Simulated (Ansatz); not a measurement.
Consider the substitution at a C–C bond: `CC(Cl)CF` + `N=CF` → `F/C=N\CF` + `CCCl`.

Program: Ansatz. Geometries: PBE0-D4/def2-TZVP. ΔE: electronic, gas phase. CCSD(T)/CBS is the MP2 limit (def2-TZVPP, def2-QZVPP) plus CCSD(T) − MP2 in def2-TZVPP, frozen cores. This one scheme is used for every species. DFT in def2-TZVPP. Each species was taken in one conformer, which may not be the lowest.

`CC(Cl)CF`:

Z-matrix (Å, degrees):
```
C
C 1 1.508
H 1 1.092 2 109.2
H 1 1.090 2 110.9 3 -119.8
H 1 1.092 2 110.7 3 119.6
Cl 2 1.792 1 110.7 3 -179.0
C 2 1.514 1 113.4 3 -59.5
H 2 1.091 1 110.9 3 63.9
F 7 1.382 2 109.0 1 61.9
H 7 1.092 2 110.9 1 -178.9
H 7 1.094 2 110.6 1 -57.2
```

`N=CF`:

Cartesian coordinates in Å:
```
N 0.567 -0.505 0.579
C -0.208 0.243 -0.039
F -0.836 1.224 0.600
H 0.966 -1.200 -0.045
H -0.489 0.239 -1.094
```

`F/C=N\CF`:

```xyz
8

F    -0.952    1.001    1.383
C    -1.203   -0.024    0.565
N    -0.426   -0.516   -0.266
C     0.898   -0.133   -0.560
F     1.402    0.925    0.165
H    -2.213   -0.398    0.713
H     0.946    0.140   -1.619
H     1.549   -0.995   -0.382
```

`CCCl`:

Z-matrix (Å, degrees):
```
C
C 1 1.507
H 1 1.091 2 111.0
H 1 1.094 2 109.6 3 119.7
H 1 1.091 2 111.0 3 -120.6
Cl 2 1.788 1 111.4 3 60.3
H 2 1.089 1 111.9 3 179.1
H 2 1.089 1 111.9 3 -58.5
```

CCSD(T)/CBS gives +28.1 kJ/mol.

Problem. Another level gave +17.0 kJ/mol. Which?
A. PBE-QIDH/def2-TZVPP
B. revPBE/def2-TZVPP
C. BHLYP/def2-TZVPP
D. MP2/def2-TZVPP

Solution. C. BHLYP 17.0, revPBE 10.4, MP2/def2-TZVPP 28.0, PBE-QIDH 22.7 kJ/mol.

Problem. What do rigid-rotor, harmonic-oscillator terms from PBE0-D4/def2-TZVP frequencies (298.15 K, 1 bar) make of the CCSD(T)/CBS value? (An estimate is asked.)

Solution. Ansatz gave: ΔZPE = +0.2 kJ/mol, ΔH = +28.2 kJ/mol, ΔS = 7 J/(mol·K), ΔG = +26.2 kJ/mol.

Largest T1 diagnostic among the species: 0.013.

Leaving LDA and LC-ωPBE aside and taking each functional with its dispersion term where it has one, the values, not all of them listed here, spread over 10.9 kJ/mol, from BLYP-D4 to ωB97M-V. At CCSD(T), def2-SVP lies −5.7 kJ/mol from the extrapolated value and def2-TZVPP −1.6 kJ/mol. From PBE to PBE0 (25 % exact exchange), in def2-TZVPP and without D4, ΔE moves by +4.0 kJ/mol.
